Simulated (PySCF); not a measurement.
Ionisation energy of Be by level of theory

Be [He] 2s2 (1S) → Be⁺ [He] 2s1 (2S), as a difference of total energies. Computed with PySCF 2.14 in jorge-DZP-DKH (4s2p1d, 15 functions), with the spin-free X2C one-electron Hamiltonian (Gaussian nucleus). Correlated levels: valence: 1s2 frozen. The calculations carry no spin-orbit coupling.

```csv
method,ionisation energy (eV),error (eV)
UHF,8.037,-1.286
M06-2X,9.063,-0.260
MN15,8.928,-0.395
MP2 (valence),8.737,-0.586
SCS-MP2 (valence),8.876,-0.447
CCSD (valence),9.268,-0.055
```

Reference: 9.323 eV (measured; NIST Atomic Spectra Database, ionization energies).

Errors of the correlated levels include the incompleteness of this basis and the frozen core.

With two correlated electrons CCSD is exact in that space.
